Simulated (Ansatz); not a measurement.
**The boron atom (doublet): from Hartree-Fock to the top rungs, aug-cc-pVDZ**

One table from this session's results is given with a row withheld; the runs are named, their logs left out.

The runs use Ansatz 0.2.0, Gaussian basis; aug-cc-pVDZ, core rule «outside noble gas», up to 1 orbitals frozen.

The runs, in order: UHF; CCSD(T) on ROHF; CCSD(T) on UHF; BCCD(T) on ROHF; CISD; CCSDT on ROHF; CCSDT on UHF; CASSCF and MRCISD+Q, 3 electrons in 4 orbitals; CASSCF and MRCISD+Q(relaxed), 3 electrons in 4 orbitals; CASSCF and NEVPT4(SD), 3 electrons in 4 orbitals; CASSCF and NEVPT2, 3 electrons in 4 orbitals.

## The atom

A free atom, in its lowest state of this spin that the program finds.

1 atom, charge 0, spin multiplicity 2.

Set-up of the first run:

The input, in.yaml:

```yaml
crystal:
  periodic: [false, false, false]
  atoms:
    - {symbol: B, position_ang: [0.000000, 0.000000, 0.000000]}
basis:
  gaussian: {orbitals: aug-cc-pVDZ}
magnetization: {spin_polarized: true, initial_magnetization: 1}
hamiltonian: {xc: hf}
output: {orbitals: {seedname: orbitals}}
```

The run is started by

```
> ansatz run in.yaml --threads 1 --pin off --events-out ev --progress --plain --max-ram 2393MiB
```

Steps of the session up to this table: UHF; CCSD(T) on ROHF; CCSD(T) on UHF; BCCD(T) on ROHF; CISD; CCSDT on ROHF; CCSDT on UHF; CASSCF and MRCISD+Q, 3 electrons in 4 orbitals; CASSCF and MRCISD+Q(relaxed), 3 electrons in 4 orbitals; CASSCF and NEVPT4(SD), 3 electrons in 4 orbitals; CASSCF and NEVPT2, 3 electrons in 4 orbitals.

One table of the session follows, with a row left open; its other results are not shown here.

```
                   method  from RCCSD(T) (kcal/mol)
                     ROHF                    +40.29
                      UHF                    +37.97
                     RMP2                    +14.83
                     UMP2                    +14.71
                     CISD                     +0.67
                    RCCSD                     +0.63
                    UCCSD                         ?
                 RCCSD(T)                         0
                 UCCSD(T)                     -0.01
                  BCCD(T)                      0.00
                   RCCSDT                     -0.26
                   UCCSDT                     -0.27
           CASSCF valence                    +19.14
           NEVPT2 valence                     +5.41
       NEVPT4(SD) valence                     +0.22
           MRCISD valence                     -0.12
         MRCISD+Q valence                     -0.66
MRCISD+Q(relaxed) valence                     -0.74
```

**Question.** Estimate the row for UCCSD.

The run gave: from RCCSD(T) (kcal/mol): +0.56. In the column «from RCCSD(T) (kcal/mol)» it lies between NEVPT4(SD) valence (+0.22) and RCCSD (+0.63).

Caveats from the session: Restricted and unrestricted rows rest on different reference determinants; where their highest levels disagree by more than a few hundredths of an eV, they describe different states and don't form one ladder.
